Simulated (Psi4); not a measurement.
Relaxed torsion scan: C₆H₆, SMILES C(#C)CCC#C. Scanned: dihedral C2–C3–C4–C5; all other coordinates were relaxed at GFN2-xTB. Points at φ and −φ are mirror images. Heavy atoms are numbered in the order of the SMILES C#CCCC#C, hydrogens after them in the order of the atoms that carry them; the mirror image has the same energies with the sign of each dihedral reversed.

Levels: PBE/def2-TZVP // GFN2-xTB (Psi4); MP2/cc-pVTZ = DF-MP2 (frozen core)/cc-pVTZ // GFN2-xTB (Psi4).

Energies relative to the lowest point of each profile, in kcal/mol:

```json
[
 {"φ / °": "-140", "PBE/def2-TZVP": "2.4"},
 {"φ / °": "-100", "PBE/def2-TZVP": "2.7"},
 {"φ / °": "-80", "PBE/def2-TZVP": "1.5"},
 {"φ / °": "-60", "PBE/def2-TZVP": "1.3"},
 {"φ / °": "-40", "PBE/def2-TZVP": "2.9"},
 {"φ / °": "-20", "PBE/def2-TZVP": "5.1"},
 {"φ / °": "0", "PBE/def2-TZVP": "6.2"},
 {"φ / °": "40", "PBE/def2-TZVP": "2.9"},
 {"φ / °": "80", "PBE/def2-TZVP": "1.5"},
 {"φ / °": "100", "PBE/def2-TZVP": "2.7"},
 {"φ / °": "120", "PBE/def2-TZVP": "3.4"},
 {"φ / °": "180", "PBE/def2-TZVP": "0.0"}
]
```

Q: What does MP2/cc-pVTZ give at the same points?

A: -140: 2.8; -100: 3.0; -80: 1.2; -60: 0.6; -40: 2.1; -20: 4.5; 0: 5.7; 40: 2.1; 80: 1.2; 100: 3.0; 120: 3.9; 180: 0.0 (kcal/mol).
